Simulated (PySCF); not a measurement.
disulfur (S2), SMILES S=S (connectivity only; charge and spin as stated), neutral, multiplicity 3.

Coordinates come from a PBE-D3(BJ)/def2-TZVPD optimisation.

Two levels are set side by side: PBE/def2-TZVPD (PySCF) and PBE0/def2-TZVPD (PySCF). Same geometry, gas phase. Differences are taken from unrounded values.

```json
[
 {"quantity": "α-spin orbital gap (eV)", "PBE0": "6.62"},
 {"quantity": "β-spin orbital gap (eV)", "PBE0": "5.61"},
 {"quantity": "mean polarisability (bohr³)", "PBE0": "41.1"}
]
```

### Question
What does PBE give, and how far is it from PBE0? (Estimate from the structure and the level; the computed values follow.)

### Answer

```tsv
quantity	PBE	PBE minus PBE0
α-spin orbital gap (eV)	4.43	-2.19
β-spin orbital gap (eV)	3.69	-1.91
mean polarisability (bohr³)	41.7	0.6
```

Rough cost on one machine, each run with all the roots and properties that it gave: PBE0 against PBE within a factor of 2.
